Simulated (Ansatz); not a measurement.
## HB–AlH, triplet: stretch scan

Starting geometry (PBE0/def2-TZVP stationary point for this spin, not checked as a minimum):

```xyz
4

B     0.0000    0.0000    1.0513
Al    0.0000    0.0000   -0.8575
H     0.0000    0.0000    2.2344
H     0.0000    0.0000   -2.4283
```

From there Al2, H4 move together along the line of the two atoms named below, all else staying in place; atoms are numbered as listed. Energies are in eV, counted from the starting geometry at the same level. Kohn–Sham curves are unrestricted where that lies lower.

Basis 6-31G; Ansatz 0.2.0. Only valence electrons are correlated (noble-gas cores frozen).

The reference follows the lowest state, whose symmetry changes along the scan.

Full CI is exact within this basis and frozen core; it isn't the basis-set limit.

```json
{"distance B1-Al2 (Å)": "1.545", "r2SCAN": "2.492"}
{"distance B1-Al2 (Å)": "1.759", "r2SCAN": "0.371"}
{"distance B1-Al2 (Å)": "1.909", "r2SCAN": "0.000"}
{"distance B1-Al2 (Å)": "2.130", "r2SCAN": "0.292"}
{"distance B1-Al2 (Å)": "2.351", "r2SCAN": "1.052"}
{"distance B1-Al2 (Å)": "2.606", "r2SCAN": "2.106"}
{"distance B1-Al2 (Å)": "3.030", "r2SCAN": "3.153"}
{"distance B1-Al2 (Å)": "3.557", "r2SCAN": "3.479"}
{"distance B1-Al2 (Å)": "4.176", "r2SCAN": "3.605"}
{"distance B1-Al2 (Å)": "5.049", "r2SCAN": "3.650"}
{"distance B1-Al2 (Å)": "6.334", "r2SCAN": "3.661"}
```

**Question.** Estimate the full CI curve in 6-31G from this one, knowing how r2SCAN errs.

**Answer.** The computed full CI values, in eV from the starting point, and the error of r2SCAN against them:
```
distance B1-Al2 (Å)  full CI  r2SCAN less full CI
              1.545    2.669               -0.177
              1.759    0.437               -0.066
              1.909    0.000                0.000
              2.130    0.195                0.097
              2.351    0.851                0.202
              2.606    1.770                0.336
              3.030    2.663                0.490
              3.557    2.818                0.661
              4.176    2.838                0.767
              5.049    2.834                0.817
              6.334    2.836                0.825
```

r2SCAN at 6.334 Å lies 0.825 eV (29 %) above the reference in this basis.

In so small a basis the reference is far from its limit while semilocal and hybrid functionals are nearer theirs, so the functionals' errors here hold much of the reference's basis and frozen-core error, which can add to them or hide them.
